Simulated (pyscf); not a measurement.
A first-order saddle from PySCF, ωB97X-D3(BJ)/def2-SVP:

```xyz
10

Si    -0.4155     0.3946     0.4584
Cl     0.1001     1.7239     1.9783
N      0.8129    -0.0172    -0.6578
N     -1.6723     1.1903    -0.3912
H     -0.7137    -0.9770     1.2320
H      1.1754     0.6695    -1.3116
H      1.4955    -0.7340    -0.4372
H     -2.0756     0.7843    -1.2284
H     -2.3051     1.8239     0.0836
H     -0.8224    -1.9912     1.7594
```
Charge 0, spin multiplicity 2.

Surface: doublet, charge 0. Lowest wavenumbers (cm⁻¹): 950i, 155, 166, 204, 222.

Problem. Which two sides does it connect, and which bonds change?

Solution. H₂N–SiH(NH₂)–Cl (SMILES N[SiH](N)Cl) + H• (SMILES [H]) ⇌ H₂N–Si•(NH₂)–Cl (SMILES N[Si](N)Cl) + H₂ (SMILES [H][H]), a hydrogen abstraction read from left to right: H–Si broken and H–H formed. At ωB97M-D3(BJ)/def2-TZVP it lies +20.4 kJ/mol from the left side and +56.5 kJ/mol from the right (each side as separated species at their lowest minima found). One saddle was located; it need not be the lowest between these sides. The angle at the transferred H is 174°.
